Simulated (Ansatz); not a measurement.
A made-up structure of CH₄BSi, doublet:

B1  (-0.125, -0.013, -0.092)
C2  (-1.299, -0.145, -0.944)
Si3  (1.236, 0.139, 0.899)
H4  (-2.273, -0.144, -0.527)
H5  (-1.196, -0.245, -1.995)
H6  (1.361, -0.539, 2.208)
H7  (2.412, 0.960, 0.535)
(Å)

It is relaxed with PBE-D4/def2-SVP and then PBE0-D4/def2-TZVP (Ansatz 0.2.0). Atoms count as bonded within 1.22 times the sum of their covalent radii (H–H: 0.88 Å). The end point is not checked to be a true minimum.

(1) Does its bonding change? (A judgement: the text doesn't fix the answer.)

Results:

(1) By the calculation: No: no bond forms or breaks.

Where it ends: The first stage lowers the energy by 0.75 eV in 7 steps. It ends as CH₄BSi ([CH2][B][SiH2]):
B1  (-0.210, -0.024, -0.152)
C2  (-1.327, -0.148, -0.965)
Si3  (1.316, 0.147, 0.957)
H4  (-2.279, 0.321, -0.731)
H5  (-1.322, -0.724, -1.887)
H6  (1.626, -0.788, 2.059)
H7  (2.312, 1.229, 0.804)
(Å)

Labels in which every atom is bracketed show which atoms are joined, not bond orders.

For scale, one of the runs: PBE0-D4/def2-TZVP relaxation, 123 basis functions, launched by `ansatz run in.yaml --threads 2 --pin off --events-out ev --progress --plain --max-ram 4352MiB`. Hardware: 2 CPU threads of an Arm Neoverse V1, shared host. Wall time about 19 s.
